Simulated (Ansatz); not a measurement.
**AlBH₆N+: functionals against CCSD(T) at one geometry**

One table from this session's results is given with a row withheld; the runs are named, their logs left out.

The runs use Ansatz 0.2.0, Gaussian basis; single points in def2-TZVPP.

Cores are frozen in the correlated methods.

### The system as given

SMILES `[NH3+][BH][AlH2]`, 9 atoms, charge 1, spin multiplicity 1.

Atoms are counted from 1 here; the program's logs count them from 0.

Bond lengths: N1–B2 1.499 Å, N1–H4 1.066 Å, N1–H5 1.109 Å, N1–H6 0.891 Å, B2–Al3 2.154 Å, B2–H7 1.358 Å, Al3–H8 1.441 Å, Al3–H9 1.694 Å. Angles: B2–N1–H4 108.2°, B2–N1–H5 113.7°, B2–N1–H6 111.7°, H4–N1–H5 103.1°, H4–N1–H6 110.3°, H5–N1–H6 109.7°, N1–B2–Al3 103.3°, N1–B2–H7 113.5°, Al3–B2–H7 143.2°, B2–Al3–H8 139.8°, B2–Al3–H9 102.0°, H8–Al3–H9 118.2°.

As a file:

| atom | x (Å) | y (Å) | z (Å) |
| --- | --- | --- | --- |
| N1 | -0.6059 | 0.8481 | -0.4469 |
| B2 | 0.4541 | -0.1632 | -0.7646 |
| Al3 | 0.6997 | -1.2258 | 1.0924 |
| H4 | -1.4012 | 0.7274 | -1.1471 |
| H5 | -0.2841 | 1.8969 | -0.6114 |
| H6 | -0.9108 | 0.7547 | 0.3856 |
| H7 | 0.9111 | -0.0845 | -2.0413 |
| H8 | 1.4643 | -2.3150 | 1.6445 |
| H9 | -0.3559 | -0.3886 | 2.1196 |

Set-up of the first run:

run/in.yaml reads:

```yaml
crystal:
  periodic: [false, false, false]
  atoms:
    - {symbol: N, position_ang: [-0.605900, 0.848100, -0.446900]}
    - {symbol: B, position_ang: [0.454100, -0.163200, -0.764600]}
    - {symbol: Al, position_ang: [0.699700, -1.225800, 1.092400]}
    - {symbol: H, position_ang: [-1.401200, 0.727400, -1.147100]}
    - {symbol: H, position_ang: [-0.284100, 1.896900, -0.611400]}
    - {symbol: H, position_ang: [-0.910800, 0.754700, 0.385600]}
    - {symbol: H, position_ang: [0.911100, -0.084500, -2.041300]}
    - {symbol: H, position_ang: [1.464300, -2.315000, 1.644500]}
    - {symbol: H, position_ang: [-0.355900, -0.388600, 2.119600]}
basis:
  gaussian: {orbitals: def2-TZVPP}
total_charge: 1
correlation: {method: ccsd_t}
output: {forces: true}
```

The command line of these runs was not kept.

Steps of the session up to this table: CCSD(T)/def2-TZVPP; PBE0-D4/def2-TZVPP; wB97M-V/def2-TZVPP; r2SCAN-D4/def2-TZVPP; PBE-D4/def2-TZVPP; wB97X-V/def2-TZVPP; r2SCAN0-D4/def2-TZVPP.

One of the session's tables, all rows but one given; the rest of the session is left out.

| method | RMS force component (eV/Å) | angle to CCSD(T) forces (°) |
| --- | --- | --- |
| CCSD(T) | 2.864 | reference |
| PBE0-D4 | ? | ? |
| wB97M-V | 2.847 | 1.4 |
| r2SCAN-D4 | 2.842 | 1.8 |
| PBE-D4 | 2.861 | 4.1 |
| wB97X-V | 2.888 | 0.8 |
| r2SCAN0-D4 | 2.850 | 2.2 |

Estimate the missing values for PBE0-D4.

As computed: RMS force component (eV/Å): 2.863; angle to CCSD(T) forces (°): 2.2. In the column «RMS force component (eV/Å)» it lies between PBE-D4 (2.861) and CCSD(T) (2.864).
